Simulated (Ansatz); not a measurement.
**CH₂N (doublet): wave-function methods side by side, def2-TZVPP**

An exercise on one series of results from a longer session: the logs are not shown, and one member is left open.

Program: Ansatz 0.2.0, Gaussian basis. Level of theory: def2-TZVPP, core rule «outside noble gas», up to 2 orbitals frozen. These are calculated values, not measurements.

Plan: UHF; ROHF; CCSD(T) on UHF.

2 further runs of the same task are left out: 2 set aside as unsound or not needed.

### The system

The geometry is a PBE0/def2-TZVP stationary point (not a proven minimum).

4 atoms, charge 0, spin multiplicity 2.

Atoms are counted from 1 here; the program's logs count them from 0.

Bond lengths: N1–C2 1.237 Å, C2–H3 1.099 Å, C2–H4 1.099 Å. Angles: N1–C2–H3 121.4°, N1–C2–H4 121.4°, H3–C2–H4 117.1°.

Set-up of the first run:

in.yaml

```yaml
crystal:
  periodic: [false, false, false]
  atoms:
    - {symbol: N, position_ang: [0.000000, 0.000000, 0.660040]}
    - {symbol: C, position_ang: [0.000000, 0.000000, -0.576764]}
    - {symbol: H, position_ang: [0.000000, -0.937350, -1.149693]}
    - {symbol: H, position_ang: [0.000000, 0.937349, -1.149693]}
basis:
  gaussian: {orbitals: def2-TZVPP}
magnetization: {spin_polarized: true, initial_magnetization: 1}
hamiltonian: {xc: hf}
output: {orbitals: {seedname: orbitals}}
```

The run is started by

```console
ansatz run in.yaml --threads 1 --pin off --events-out ev --progress --plain --max-ram 4096MiB --backend cpu
```

Steps of the session up to this table: UHF; ROHF; CCSD(T) on UHF.

One table of the session follows, with a row left open; its other results are not shown here.

| method | from UCCSD(T) (meV) |
| --- | --- |
| ROHF | +9955.6 |
| UHF | ? |
| UMP2 | +1290.3 |
| UCCSD | +396.0 |
| UCCSD(T) | 0 |

**Question.** Estimate the row for UHF.

**Answer.** from UCCSD(T) (meV): +9680.0. In the column «from UCCSD(T) (meV)» it lies between UMP2 (+1290.3) and ROHF (+9955.6).

With the free atoms at the same levels and basis (separate runs), the atomisation energy is 14.383 eV at UCCSD(T), 10.150 eV at ROHF.
